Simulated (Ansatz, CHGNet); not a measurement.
For rhombohedral A7 Sb, the machine-learned potential CHGNet 0.3.0 (trained on PBE and PBE+U data) gives:

| Property | Value |
|---|---|
| lattice constant a | 4.409 Å |
| c axis length | 10.792 Å |

Q: What does r²SCAN (plane waves, PAW; Ansatz, a program for electronic structure) give for the same quantities?

A: 
- lattice constant a: 4.340 Å (drops by 1.6 %)
- lattice parameter c: 11.611 Å (goes up by 7.6 %)

For comparison: lattice constant a 4.301 Å (measured, 78 K, not corrected to a static lattice; as tabulated in Schiferl, Barrett, J. Appl. Cryst. 2, 30 (1969), COD 9009654); lattice parameter c 11.232 Å (measured, 78 K, no zero-point or thermal correction; as tabulated in Schiferl, Barrett, J. Appl. Cryst. 2, 30 (1969), COD 9009654).

Changes are worked out from the printed values.

Unless a cell is named, each level is at its own relaxed cell (CHGNet 0.3.0 30.28, r²SCAN 31.58 Å³/atom).

Caveats: the cell comes from a level without a dispersion term, which matters for the spacing of layers, chains or molecules (r²SCAN). Ansatz's density-functional and Hartree–Fock values are scalar-relativistic unless marked +SOC, with PAW data made under PBE.
